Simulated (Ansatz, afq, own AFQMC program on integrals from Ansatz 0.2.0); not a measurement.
AFQMC on a folder of integrals that Ansatz 0.2.0 wrote.

```yaml
crystal:
  periodic: [false, false, false]
  atoms:
    - {symbol: Si, position_ang: [0.000000, 0.000000, 1.249328]}
    - {symbol: Al, position_ang: [0.000000, 0.000000, -1.159384]}
    - {symbol: H, position_ang: [0.000000, 1.405470, -1.888034]}
    - {symbol: H, position_ang: [0.000000, -1.405470, -1.888034]}
basis:
  gaussian: {orbitals: cc-pVDZ}
total_charge: 1
magnetization: {spin_polarized: true, initial_magnetization: 2}
correlation: {method: ccsd_t, electrons: outside_noble_gas, hamiltonian_folder: ham}
```

```sh
$ ansatz run in.yaml --threads 1 --pin off --events-out ev --progress --plain --max-ram 1843MiB
```

afq runs on the folder ham with

```
--method free --trial cisd --walkers 60 --time-step 0.03 --max-blocks 80 --target-error 0.00034 --factor-cut 1e-05 --seed 7594 --times 0,0.3,0.6,1.2,1.8,2.4,3.6,4.8,6 --taylor-order 8
```

Times are imaginary, in 1/Eh. The walk had a cap of 932 s.

```
orbitals 36  electrons 5 3  factors 266 of 451
reference energy -531.65871957 Eh
CCSD correlation -0.13763536 Eh in 12 cycles, weight of the determinant in the CISD state 0.8857
repeat  energy at the last time / Eh  error
    10  -531.800290  0.000676
    20  -531.800973  0.000645
    30  -531.801025  0.000473
    40  -531.800963  0.000425
    50  -531.801081  0.000372
    60  -531.800840  0.000374
    70  -531.801052  0.000354
    80  -531.801081  0.000323
time / (1/Eh)  energy / Eh  error  mean overlap
  0.00  -531.796398  0.000064  1.1304
  0.30  -531.798134  0.000081  1.1310
  0.60  -531.799077  0.000076  1.1326
  1.20  -531.800096  0.000101  1.1402
  1.80  -531.800548  0.000111  1.1420
  2.40  -531.801039  0.000144  1.1150
  3.60  -531.801339  0.000222  1.0826
  4.80  -531.800615  0.000278  1.1110
  6.00  -531.801081  0.000323  1.1221
energy -531.801081 +/- 0.000323 Eh
```

Q: Estimate how long the walk took on 1 thread of Arm Neoverse V1, with other jobs on the host.

A: 4.5 min of wall time.

The run passed its tests (error under three times the target), which doesn't prove that it has relaxed.

Against this walk (error 8.8 meV) on the same determinant: CCSD(T) 38.4 meV higher, CCSDT(Q) 0.9 meV higher (within the noise). The error is statistical, and a free projection of finite length keeps a remainder of its start.

Cautions: remainder of the start not in the error; lower spins were not checked.

CCSDT and higher add their correlation energy to the determinant of the CCSD(T) run, since their own runs factorise the integrals more tightly (a shift of under 2 meV). A walk keeps the symmetry of its determinant, which the program's search chose and which needn't be the lowest solution, so a lower state of the same spin and another symmetry isn't excluded.
